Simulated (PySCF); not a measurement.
## AlHCl + H₂O → HAl(OH) + HCl

Level: PBE0 in the def2-TZVP basis family, all electrons, no relativity, computed in PySCF with density fitting; open shells unrestricted.

| species | state and structure | E (Eh) | ZPE (kJ/mol) | H(298 K) − H(0) (kJ/mol) | S° (J/(mol K)) |
| --- | --- | --- | --- | --- | --- |
| AlHCl | doublet, Cs, Al–Cl 2.113 Å, Al–H 1.603 Å; Cl–Al–H 115.7° | -702.99985 | 17.2 | 11.0 | 258.1 |
| H₂O | singlet, C2v, O–H 0.960 Å (×2); H–O–H 105.1° | -76.37736 | 56.5 | 9.9 | 188.7 |
| HAl(OH) | doublet, Cs, Al–H 1.604 Å, Al–O 1.702 Å, O–H 0.956 Å; Al–O–H 124.2°, H–Al–O 114.2° | -318.70052 | 49.0 | 11.8 | 252.5 |
| HCl | singlet, C∞v, H–Cl 1.279 Å | -460.66440 | 17.9 | 8.7 | 186.6 |

What is the electronic reaction energy?

At PBE0/def2-TZVP, ΔE = 32.3 kJ/mol from the differences of the total energies times 2625.5, uphill. 

Add zero-point, thermal and entropy terms for 298.15 K and 1 bar.

ΔZPE = -6.8 and Δ[H(298) − H(0)] = -0.4 kJ/mol give ΔH° = 25.1 kJ/mol. ΔS° = -7.7 J/(mol K), so ΔG° = 25.1 − 298.15 × (-0.0077) = 27 kJ/mol and log₁₀K = -4.8.

The structures come from searches over a few start shapes, so lower isomers are not excluded.
